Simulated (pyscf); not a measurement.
H₃Si–AsH₂ → AsH₃ + silylene (SiH₂) [singlet] (1,1-elimination; singlet surface; As–Si, H–Si broken, As–H formed). Single points on ωB97X-D3(BJ)/def2-SVP structures (PySCF, gas phase). MP2 and CC: frozen core, UHF for open shells. ΔMP2 is the change of the MP2 total energy from the triple- to the quadruple-zeta basis. Energies in eV from the reactant's lowest minimum found.

| level | barrier | reaction energy |
|---|---|---|
| ωB97X-D3(BJ)/def2-TZVP | 2.47 | +3.03 |
| B3LYP-D3(BJ)/def2-TZVP | 2.12 | +2.72 |
| PBE0-D3(BJ)/def2-TZVP | 2.14 | +2.92 |
| ωB97M-D3(BJ)/def2-TZVP | 2.25 | +2.65 |
| MP2/def2-QZVPP | 2.36 | +2.94 |
| CCSD/def2-TZVPP | 2.36 | +2.61 |
| CCSD(T)/def2-TZVPP + ΔMP2(QZVPP) | 2.26 | +2.72 |

On the product side the descent ends in an adduct with a As–Si, H–Si contact, 0.58 eV under the separated species and 0.02 eV under the saddle at ωB97X-D3(BJ)/def2-TZVP. At ωB97X-D3(BJ), B3LYP-D3(BJ), ωB97M-D3(BJ), MP2, CCSD, CCSD(T) the saddle lies under the separated products, which points to a path from their complex (located at ωB97X-D3(BJ) alone), and parting the products costs more than the saddle. At PBE0-D3(BJ) this geometry lies under the product side: in single points on another level's saddle the reverse barrier vanishes, and the forward threshold there is about the reaction energy. What is counted as broken (As–Si, H–Si) persists as a longer contact in the product adduct; parting that adduct is a step of its own. One saddle was located; it need not be the lowest between these sides. The CCSD(T) − MP2 part came from Ansatz, without density fitting, on the same reference. The frozen core leaves the outer d or s,p core shells of the metals and heavy elements correlated in the MP2 and CC values, and def2-TZVPP describes them poorly, which can shift differences by a few kcal/mol. Elements up to Kr have no core potential and no relativistic terms here.
